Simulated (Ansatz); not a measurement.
Frontier orbitals of ethanol, C₂H₆O.

Total charge 0; spin multiplicity 1. The geometry is a stationary point of PBE0-D4/def2-TZVP. It is one conformer, not always the lowest. Basis def2-TZVPP, Ansatz.

```tsv
functional	HOMO (eV)	LUMO (eV)	gap (eV)
PBE	-6.15	0.22	6.37
r2SCAN	-6.50	1.02	7.52
PBE0	-7.83	1.06	8.89
HSE06 (plane-wave form)	-7.42	0.69	8.11
BHLYP	-9.48	1.64	11.12
ωB97M-V	-10.29	2.49	12.78
```

**Question.** What is the vertical ionisation energy at frozen-core CCSD(T)/CBS(def2)? (Best estimate.)

**Answer.** Computed: 10.89 eV (T1 of the cation 0.036).

Against PBE, PBE0 changes HOMO and LUMO by −1.68 and +0.85 eV, ωB97M-V by −4.14 and +2.27 eV. A gap of 6.37 eV thus becomes 12.78 eV for the same molecule, so an orbital gap means little without its functional. A positive LUMO is unbound and depends on the basis. −ε(HOMO) differs from that ionisation energy by −4.73 eV with PBE and −0.59 eV with ωB97M-V.
